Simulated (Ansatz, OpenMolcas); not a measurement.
How methods differ on [CF2]+ (SMILES F[C+]F)

[CF2]+, doublet, SMILES `F[C+]F`. Each level relaxes the structure for itself.

Quantity: the highest harmonic wavenumber at each level's own minimum, in cm⁻¹. The values are calculated.

```tsv
level	kind	program	value (cm⁻¹)
UHF/3-21G	Hartree–Fock	OpenMolcas	1748
UHF/6-31G* (Cartesian functions)	Hartree–Fock	OpenMolcas	1851
UHF/cc-pVTZ	Hartree–Fock	OpenMolcas	1855
UPBE0/def2-SVP	global hybrid	OpenMolcas	1777
UB3LYP/6-31G* (Cartesian functions)	global hybrid	OpenMolcas	1689
UPBE0-D4/def2-TZVP	global hybrid	Ansatz	1726
```

Harmonic and unscaled. The values span 1689 to 1855 cm⁻¹.
